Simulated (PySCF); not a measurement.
Homolysis of single bonds, series CF3-X. Isolated molecules, 0 K electronic values unless said otherwise. One relaxed conformer stands for each flexible species; it need not be the lowest. Strings in code marks are SMILES.

Calculation: PBE-D3(BJ)/def2-TZVP // B3LYP-D3(BJ)/def2-TZVP (PySCF). 

```json
[
 {"species": "whole molecule (`CC(F)(F)F`)", "highest occupied spin orbital (eV)": "–", "dipole moment (D)": "2.20"},
 {"species": "radical fragment (`F[C](F)F`)", "highest occupied spin orbital (eV)": "-6.10", "dipole moment (D)": "0.13"},
 {"species": "radical fragment (`[CH3]`)", "highest occupied spin orbital (eV)": "-5.38", "dipole moment (D)": "0.00"},
 {"species": "radical fragment (`C[C](F)F`)", "highest occupied spin orbital (eV)": "-4.78", "dipole moment (D)": "1.88"},
 {"species": "whole molecule (`FC(F)(F)F`)", "highest occupied spin orbital (eV)": "–", "dipole moment (D)": "?"},
 {"species": "radical fragment (`F[C](Cl)F`)", "highest occupied spin orbital (eV)": "?", "dipole moment (D)": "0.27"},
 {"species": "radical fragment (`[SiH3][C](F)F`)", "highest occupied spin orbital (eV)": "-4.70", "dipole moment (D)": "?"},
 {"species": "radical fragment (`[SiH3]`)", "highest occupied spin orbital (eV)": "-5.33", "dipole moment (D)": "0.03"},
 {"species": "radical fragment (`[BH2]`)", "highest occupied spin orbital (eV)": "-4.92", "dipole moment (D)": "0.51"},
 {"species": "whole molecule (`C(F)([SeH])(F)F`)", "highest occupied spin orbital (eV)": "–", "dipole moment (D)": "1.24"},
 {"species": "radical fragment (`F[C](F)[SeH]` (F–C–Se–H torsion 177°))", "highest occupied spin orbital (eV)": "-5.00", "dipole moment (D)": "–"},
 {"species": "radical fragment (`[SeH]`)", "highest occupied spin orbital (eV)": "?", "dipole moment (D)": "?"}
]
```

Problem. Some entries are withheld; supply them.

Solution. 
- whole molecule (`FC(F)(F)F`), dipole moment (D): 0.00
- radical fragment (`F[C](Cl)F`), highest occupied spin orbital (eV): -5.71
- radical fragment (`[SiH3][C](F)F`), dipole moment (D): 1.26
- radical fragment (`[SeH]`), highest occupied spin orbital (eV): -5.80
- radical fragment (`[SeH]`), dipole moment (D): 0.55
